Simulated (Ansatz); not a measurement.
A nudged elastic band was laid between two geometries of CH3OSi (6 atoms, charge -1, multiplicity 1).

These are results of RKS LDA/def2-TZVP in Ansatz, not measurements.

```
movable images  : 5
climbing image  : yes
spring          : 5.0 eV/Å²
optimiser       : quadratic models (default)
start path      : through a guess of the saddle point
force threshold : 0.03 eV/Å
iteration limit : 60
end points      : relaxed
```

Image 0:

```xyz
6
Properties=species:S:1:pos:R:3
C 0.004 -0.193 -0.604
O -0.990 -0.564 0.322
Si -0.379 1.041 0.782
H -0.360 -0.032 -1.638
H 0.915 -0.822 -0.575
H 0.810 0.570 1.714
```

Image 6:

```xyz
6
Properties=species:S:1:pos:R:3
C 0.042 0.054 -0.527
O -0.453 -0.260 0.834
Si -0.546 1.715 0.205
H -0.497 -0.524 -1.300
H 1.117 -0.287 -0.513
H 0.336 -0.699 1.302
```

**Question.** What changes between the two ends?

**Answer.** Bonds broken: Si3–H6. Bonds formed: O2–H6.

**Question.** What energy profile does the band end with?

**Answer.** It converged. The highest image is number 5 of 0 to 6, 2.98 eV above the first end and 0.01 eV above the last; the last end lies 2.97 eV above the first. A vibrational analysis at the climbing image gives one clearly imaginary mode, 781i cm⁻¹: a first-order saddle point. The orbitals stay closed-shell, which can raise the energy where a bond breaks towards radicals; this wasn't checked here. Limits of this set-up: an anion without diffuse functions, the dipole of an ion depends on the origin.

```json
{"image": "0", "path coordinate (Å)": "0.00", "energy (eV)": "0.00", "Si3–H6 (Å)": "1.58", "O2–H6 (Å)": "2.54"}
{"image": "1", "path coordinate (Å)": "0.47", "energy (eV)": "0.39", "Si3–H6 (Å)": "1.54", "O2–H6 (Å)": "2.13"}
{"image": "2", "path coordinate (Å)": "0.94", "energy (eV)": "1.52", "Si3–H6 (Å)": "1.58", "O2–H6 (Å)": "1.68"}
{"image": "3", "path coordinate (Å)": "1.41", "energy (eV)": "2.43", "Si3–H6 (Å)": "1.83", "O2–H6 (Å)": "1.17"}
{"image": "4", "path coordinate (Å)": "1.88", "energy (eV)": "2.60", "Si3–H6 (Å)": "2.37", "O2–H6 (Å)": "1.00"}
{"image": "5", "path coordinate (Å)": "2.36", "energy (eV)": "2.98", "Si3–H6 (Å)": "2.73", "O2–H6 (Å)": "0.99"}
{"image": "6", "path coordinate (Å)": "2.47", "energy (eV)": "2.97", "Si3–H6 (Å)": "2.79", "O2–H6 (Å)": "1.02"}
```

**Question.** What is the geometry of the highest image?

**Answer.** 
```xyz
6
Properties=species:S:1:pos:R:3
C 0.060 0.045 -0.519
O -0.495 -0.307 0.804
Si -0.410 1.756 0.243
H -0.526 -0.464 -1.307
H 1.103 -0.365 -0.540
H 0.267 -0.664 1.319
```

**Question.** What are the harmonic wavenumbers there?

**Answer.** 781i, 241, 595, 679, 858, 963, 1076, 1138, 1391, 2664, 2901, 3074 cm⁻¹.

Time of the run: 54 s on 2 threads of Intel(R) Xeon(R) Platinum 8488C (Sapphire Rapids), on a shared host, peak memory 0.2 GiB.
